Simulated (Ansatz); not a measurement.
# BFH4Si: the cost of one run

Computed with Ansatz 0.2.0, Gaussian basis. Level: single points in def2-TZVPP.

Cores are frozen in the correlated methods.

## (1) Starting geometry

SMILES `B[SiH2]F`, 7 atoms, charge 0, spin multiplicity 1.

Atoms are counted from 1 here; the program's logs count them from 0.

Bond lengths: B1–Si2 1.976 Å, B1–H4 1.213 Å, B1–H5 1.194 Å, Si2–F3 1.592 Å, Si2–H6 1.566 Å, Si2–H7 1.538 Å. Angles: Si2–B1–H4 123.2°, Si2–B1–H5 109.9°, H4–B1–H5 126.7°, B1–Si2–F3 115.1°, B1–Si2–H6 105.3°, B1–Si2–H7 103.7°, F3–Si2–H6 111.9°, F3–Si2–H7 111.1°, H6–Si2–H7 109.3°.

As a file:

```xyz
7
charge 0, multiplicity 1
B    -0.9003    0.1038   -0.8989
Si    0.6027   -0.2462    0.3359
F     0.7169   -1.7488    0.8507
H    -1.9083   -0.5710   -0.9263
H    -0.6895    1.0993   -1.5242
H     0.4100    0.7638    1.5176
H     1.8438    0.1543   -0.4787
```

## (2) PBE-D4/def2-TZVPP

File run/in.yaml:

```yaml
crystal:
  periodic: [false, false, false]
  atoms:
    - {symbol: B, position_ang: [-0.900262, 0.103830, -0.898862]}
    - {symbol: Si, position_ang: [0.602741, -0.246250, 0.335876]}
    - {symbol: F, position_ang: [0.716895, -1.748836, 0.850679]}
    - {symbol: H, position_ang: [-1.908257, -0.571022, -0.926286]}
    - {symbol: H, position_ang: [-0.689542, 1.099261, -1.524200]}
    - {symbol: H, position_ang: [0.409998, 0.763759, 1.517636]}
    - {symbol: H, position_ang: [1.843804, 0.154312, -0.478727]}
basis:
  gaussian: {orbitals: def2-TZVPP}
hamiltonian: {xc: pbe, dispersion: d4}
output: {forces: true}
```

Command:

```bash
$ ansatz run in.yaml --threads 2 --pin off --events-out ev --progress --plain --max-ram 3481MiB
```

Q: Estimate wall time and peak memory on 2 threads of Intel Xeon at 2.50GHz, shared host.

About 3.6 s, with a peak of 0.16 GiB.
